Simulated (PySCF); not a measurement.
Constitutional and geometric isomers with formula C2H2O. All species are isolated molecules in the gas phase. Strings in code marks are SMILES.

The S1–T1 gap (TDA) from two functionals at the same geometries (PBE0-D3(BJ)/def2-TZVP), both in PySCF: PBE-D3(BJ)/def2-TZVP and ωB97X-D3(BJ)/def2-TZVP. Excitations are Tamm–Dancoff values on a coarser integration grid. The basis has no diffuse functions, so Rydberg states are missing or too high.

```
species    PBE-D3(BJ)/def2-TZVP (eV)  ωB97X-D3(BJ)/def2-TZVP (eV)
---------  -------------------------  ---------------------------
`C#CO`                          0.24                         0.55
`C1=CO1`                        1.38                         1.71
`C(=C)=O`                       0.40                         0.33
```

Over these rows, drawn at random from the members with no instability flagged (it was tested for open shells, ions and some series alone), PBE minus ωB97X-D3(BJ): mean -0.19 eV, from -0.33 eV to +0.07 eV.
